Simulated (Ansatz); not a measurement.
Results of LDA in Ansatz (plane waves, PAW) for 1T (CdI2-type) ZrSe₂.

Rigid layers of the crystal as relaxed at this level are moved apart or together:

```tsv
run	k mesh	layer repeat (Å)	energy against free layers (meV/Å²)	gap on the mesh (eV)
1	12×12×6	5.84	-15.25	0.000
2	12×12×6	5.99	-15.59	0.000
3	12×12×6	6.14	-14.84	0.000
4	12×12×6	6.34	-12.95	0.000
5	12×12×6	6.64	-9.57	0.047
6	12×12×6	7.14	-4.96	0.105
7	12×12×4	8.14	-0.95	0.167
8	12×12×4	10.14	0.04	0.191
```

The lowest energy of these points lies at a layer repeat of 5.99 Å.

Spin–orbit coupling is not included.

Note: the cell comes from a level without a dispersion term, which matters for the spacing of layers, chains or molecules.

Ansatz is a program for electronic structure.
